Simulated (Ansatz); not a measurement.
# Si₂H₅Cl: taking an electron away

How much energy removes an electron from Si₂H₅Cl at fixed geometry? The cation is run at each level and the neutral's energy taken from earlier runs.

Program: Ansatz 0.2.0, Gaussian basis. Level of theory: unrestricted cation, the program's frozen cores in correlated methods. These are calculated values, not measurements.

Levels to be run: UKS PBE-D4/def2-TZVPP; UKS r2SCAN-D4/def2-TZVPP; UKS PBE0-D4/def2-TZVPP; UKS B3LYP-D4/def2-TZVPP; UKS wB97X-V/def2-TZVPP; UKS wB97M-V/def2-TZVPP; UKS B2PLYP/def2-TZVPP; UHF-CCSD(T)/def2-TZVPP; UHF-MP2/def2-QZVPP; extrapolation to the limit; then −ε(HOMO) from the neutral's earlier runs with LDA (SPW92), PBE-D4, revPBE-D4, BLYP-D4, r2SCAN-D4, B97M-V, PBE0-D4, B3LYP-D4, r2SCANh-D4, r2SCAN0-D4, HSE06-D4, BHLYP-D4, CAM-B3LYP-D4, LC-ωPBE, ωB97X-V, ωB97M-V.

## 1. The geometry

The geometry comes from an earlier relaxation with PBE0-D4 in a triple-zeta def2 set; it is a stationary point, not always the lowest conformer.

SMILES `[SiH3][SiH2]Cl`, 8 atoms, charge 0, spin multiplicity 1.

Atoms are counted from 1 here; the program's logs count them from 0.

Bond lengths: Si1–Si2 2.338 Å, Si1–H4 1.488 Å, Si1–H5 1.486 Å, Si1–H6 1.486 Å, Si2–Cl3 2.065 Å, Si2–H7 1.485 Å, Si2–H8 1.485 Å. Angles: Si2–Si1–H4 109.6°, Si2–Si1–H5 109.6°, Si2–Si1–H6 109.6°, H4–Si1–H5 109.3°, H4–Si1–H6 109.3°, H5–Si1–H6 109.5°, Si1–Si2–Cl3 108.7°, Si1–Si2–H7 111.9°, Si1–Si2–H8 111.8°, Cl3–Si2–H7 107.7°, Cl3–Si2–H8 107.7°, H7–Si2–H8 108.8°.

Geometry (Å):

```
Si   -0.7065    0.8818   -0.3903
Si    0.5734   -0.9388    0.3259
Cl    2.4316   -0.2529    0.9080
H    -2.0530    0.4101   -0.8130
H    -0.0343    1.5407   -1.5400
H    -0.8545    1.8557    0.7221
H    -0.0418   -1.6228    1.4914
H     0.7772   -1.9309   -0.7599
```

## 2. Cation, UKS PBE-D4/def2-TZVPP

in.yaml reads:

```yaml
crystal:
  periodic: [false, false, false]
  atoms:
    - {symbol: Si, position_ang: [-0.706459, 0.881805, -0.390293]}
    - {symbol: Si, position_ang: [0.573424, -0.938822, 0.325930]}
    - {symbol: Cl, position_ang: [2.431623, -0.252943, 0.908041]}
    - {symbol: H, position_ang: [-2.053039, 0.410125, -0.813029]}
    - {symbol: H, position_ang: [-0.034269, 1.540738, -1.540040]}
    - {symbol: H, position_ang: [-0.854542, 1.855741, 0.722090]}
    - {symbol: H, position_ang: [-0.041819, -1.622835, 1.491372]}
    - {symbol: H, position_ang: [0.777180, -1.930910, -0.759870]}
basis:
  gaussian: {orbitals: def2-TZVPP}
total_charge: 1
magnetization: {spin_polarized: true, initial_magnetization: 1}
hamiltonian: {xc: pbe, dispersion: d4}
```

After this run come: Cation, UKS r2SCAN-D4/def2-TZVPP; Cation, UKS PBE0-D4/def2-TZVPP; Cation, UKS B3LYP-D4/def2-TZVPP; Cation, UKS wB97X-V/def2-TZVPP; Cation, UKS wB97M-V/def2-TZVPP; Cation, UKS B2PLYP (frozen core)/def2-TZVPP; Cation, UHF-CCSD(T)/def2-TZVPP; Cation, UHF-MP2/def2-QZVPP.

**Question.** What will the summary of the whole plan be? Wanted: ionisation energy, CCSD(T)/CBS; nearest functional by difference; nearest −ε(HOMO); −ε(HOMO) of PBE; T1 of the cation.

As calculated:

| quantity | value |
| --- | --- |
| ionisation energy, CCSD(T)/CBS | 10.56 eV |
| nearest functional by difference | ωB97X-V (-0.13 eV) |
| nearest −ε(HOMO) | ωB97X-V (-0.07 eV) |
| −ε(HOMO) of PBE | 7.03 eV |
| T1 of the cation | 0.029 |

**Reading.** By cation minus neutral, the functionals miss by 0.63 eV at most. The PBE orbital energy is 3.5 eV too small: a semilocal HOMO is no ionisation energy. Among orbital estimates ωB97X-V comes nearest. Hartree-Fock falls 0.69 eV short, as the neutral has more correlation energy than the cation.
